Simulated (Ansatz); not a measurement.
Rock-salt EuSe was calculated with HSE06 (plane waves, PAW; Ansatz, a program for electronic structure).

Run with plane-wave cutoff 460 eV, 8×8×8 k mesh, Fermi–Dirac smearing 0.05 eV, spin-polarised with parallel moments, scalar-relativistic PAW data made under PBE.

Cell (relaxed at this level):

```
CELL_PARAMETERS angstrom
      0.00000     3.10587     3.10587
      3.10587     0.00000     3.10587
      3.10587     3.10587     0.00000
ATOMIC_POSITIONS crystal
  Eu 0.00000 0.00000 0.00000
  Se 0.50000 0.50000 0.50000
```
Starting moments (μB, in the order of the record's atoms Eu Se): 7.0 0.0.

Problem. Give the computed band gap, pressure derivative B′ of the bulk modulus, smallest direct gap on the k points sampled, direct gap at Γ and bulk modulus B0.

Solution. 
- band gap: 0.95 eV (on the SCF k mesh)
- pressure derivative B′ of the bulk modulus: 4.1
- smallest direct gap on the k points sampled: 1.25 eV
- direct gap at Γ: 2.23 eV
- bulk modulus B0: 43.6 GPa

Measured, for comparison: bulk modulus 52 GPa (room temperature, no zero-point or thermal correction; as tabulated in arXiv:1003.2039). Computed (rounded) less measured: bulk modulus -16 %.

Note: the magnetic order was assumed, not searched for or taken from measurement; the state of the 4f shell is in doubt.

Spin–orbit coupling is not included.
